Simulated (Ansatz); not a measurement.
Z-matrix (Å, degrees):
```
C
C 1 1.492
C 1 1.535 2 113.0
H 1 1.097 2 109.0 3 120.2
H 1 1.094 2 109.9 3 -122.7
C 2 1.325 1 125.3 3 119.1
H 2 1.090 1 115.8 3 -60.3
C 3 1.492 1 113.0 2 -65.5
H 3 1.094 1 109.5 2 172.0
H 3 1.098 1 108.4 2 55.9
H 6 1.084 2 121.7 1 -179.9
H 6 1.086 2 121.3 1 0.3
C 8 1.326 3 124.8 1 -121.5
H 8 1.088 3 116.1 1 57.5
H 13 1.084 8 121.6 3 179.6
H 13 1.086 8 121.4 3 -0.6
```

Total charge 0; spin multiplicity 1.

(1) List the PBE0/def2-TZVPP orbital energies in eV (the Gaussian-basis code of Ansatz). (An estimate is asked.)

Results:

(1) The calculation gave: Occupied: -278.27, -278.25, -278.24, -278.16, -277.91, -277.85, -22.97, -21.69, -20.11, -17.81, -15.80, -15.31, -13.40, -12.99, -12.26, -12.17, -11.13, -10.41, -10.26, -9.52, -9.32, -7.60, -7.25. Lowest empty: 0.18, 0.46, 1.71, 2.11, 2.28, 2.44, 2.85, 3.18.
